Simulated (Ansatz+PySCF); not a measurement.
## doublet PH2: levels of theory in one basis

```xyz
3

P    -0.0033    0.0090   -0.1129
H     1.0270    0.0038    0.8736
H    -1.0297   -0.0028    0.8673
```

Basis set: cc-pVTZ on H; cc-pV(T+d)Z on P (spherical functions). Left uncorrelated: 5 orbitals. Correlation on ROHF uses semicanonical orbitals with singles. Charge 0, multiplicity 2.

Computed with Ansatz (development build ahead of 0.2.0); each method stands on the lowest determinant of its kind that the runs found.

| method | E − E(ROHF) (eV) | <S²> of the determinant |
| --- | --- | --- |
| ROHF | 0.00 | 0.75 |
| UHF | -0.15 | 0.77 |
| ROHF-MP2 | -3.91 | – |
| UHF-MP2 | -3.88 | 0.77 |
| ROHF-CCSD | -4.61 | – |
| UHF-CCSD | -4.62 | 0.77 |

(1) What does ROHF-CCSD(T) give on the same scale?

(2) Is a single determinant a sound starting point here?

Answers

(1) -4.77 eV.

(2) By this sign, yes. Unrestricted orbitals gain 0.15 eV and <S²> is 0.77 against 0.75 for a pure state.
